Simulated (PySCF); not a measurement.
# Bond curve of Al₂⁺

Set-up: PySCF, spin-free X2C with a Gaussian nucleus, basis sets Al x2c-SVPall. Energies in eV from Al⁺ + Al in their ground configurations at the same level. State: ²Σg⁺ (doublet), unpaired electrons σ ↑.

All columns are PBE0.

```csv
R (Å),E (eV),HOMO (eV),LUMO (eV),Mayer bond order,⟨S²⟩
2.798,-1.354,-9.94,-7.92,0.64,0.77
2.928,-1.456,-9.86,-7.74,0.62,0.77
3.058,-1.508,-9.77,-7.59,0.60,0.76
3.155,-1.525,-9.70,-7.49,0.59,0.76
3.253,-1.530,-9.63,-7.39,0.58,0.76
3.351,-1.525,-9.56,-7.30,0.57,0.76
3.481,-1.509,-9.46,-7.19,0.56,0.76
3.643,-1.478,-9.34,-7.07,0.55,0.76
3.838,-1.431,-9.18,-6.93,0.53,0.76
4.099,-1.357,-8.97,-6.78,0.52,0.76
```

The state is the lowest determinant that a PBE0 search found; another state may lie lower at other levels.
